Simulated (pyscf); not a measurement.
H₂N–Ta(=O)(OH)–Cl → O=Ta(=O)–Cl + ammonia (NH₃) (elimination; singlet surface; H–O, N–Ta broken, H–N formed). Optimised with ωB97X-D3(BJ)/def2-SVP in PySCF. Energies in kcal/mol from the reactant's lowest minimum found.

```
level                   barrier  reaction energy
----------------------  -------  ---------------
PBE/def2-TZVP                 ?            +68.3
r²SCAN/def2-TZVP           44.4            +73.7
B3LYP-D3(BJ)/def2-TZVP     46.9            +74.3
M06-2X/def2-TZVP           48.5            +79.3
ωB97M-D3(BJ)/def2-TZVP     47.6            +75.6
HF/def2-TZVP                  ?                ?
```

**Question.** Fill in the missing entries.

**Answer.** 
- PBE/def2-TZVP, barrier: 41.3
- HF/def2-TZVP, barrier: 60.6
- HF/def2-TZVP, reaction energy: +82.6

On the product side the descent ends in an adduct with a N–Ta contact, 58.4 kcal/mol under the separated species and 26.9 kcal/mol under the saddle at ωB97X-D3(BJ)/def2-TZVP. At PBE, r²SCAN, B3LYP-D3(BJ), M06-2X, ωB97M-D3(BJ)/def2-TZVP, HF the saddle lies under the separated products, which points to a path from their complex (located at ωB97X-D3(BJ) alone), and parting the products costs more than the saddle. What is counted as broken (N–Ta) persists as a longer contact in the product adduct; parting that adduct is a step of its own. At the saddle there is also a short H–Ta contact that neither side keeps. This is the saddle that the search found; another between the same sides may lie lower. Elements past Kr carry the def2 core potentials, without spin-orbit coupling.
